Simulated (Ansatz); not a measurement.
Working through a ranking of conformers of C₅H₈O, SMILES C=CC(=O)CC

Program: Ansatz 0.2.0, Python API.

Notebook, run cell by cell (the value of a cell's last expression is shown):

```python
import ansatz as az
from rdkit import Chem
from rdkit.Chem import AllChem
```

```python
rd = Chem.AddHs(Chem.MolFromSmiles("C=CC(=O)CC"))
ids = list(AllChem.EmbedMultipleConfs(rd, numConfs=20, randomSeed=845, pruneRmsThresh=0.4))
field = [energy for _, energy in AllChem.MMFFOptimizeMoleculeConfs(rd)]
distinct = {round(e, 2): i for i, e in zip(ids, field)}
chosen = sorted(distinct.items())[:5]
found = []
for force_field, index in chosen:
    molecule = az.Crystal.molecule()
    for atom, xyz in zip(rd.GetAtoms(), rd.GetConformer(index).GetPositions()):
        molecule = molecule.atom(atom.GetSymbol(), xyz.round(5).tolist())
    base = molecule.calculation()
    base = base.basis(gaussian="cc-pVDZ")
    base = base.functional("hf")
    base = base.scf(lower_state_search="standard")
    found.append(base.run().report["free_energy_ev"])
print("conformer   MMFF (kcal/mol)   this level (eV)")
for (force_field, index), e in zip(chosen, found):
    print(f"{index:9d} {force_field - chosen[0][0]:17.2f} {(e - min(found)):17.3f}")
```

    conformer   MMFF (kcal/mol)   this level (eV)
            2              0.00             0.028
            5              0.31             0.000
            4              1.37             0.105

Reading the output:
- These settings explore the input space; basis and method may be short of convergence.
- The conformers keep their force-field geometries.
- Run time: 3.8 s on 1 thread of Arm Neoverse V2 (shared host), peak memory 0.36 GiB.

(Lines on the test bed's own set-up are left out of the output.)
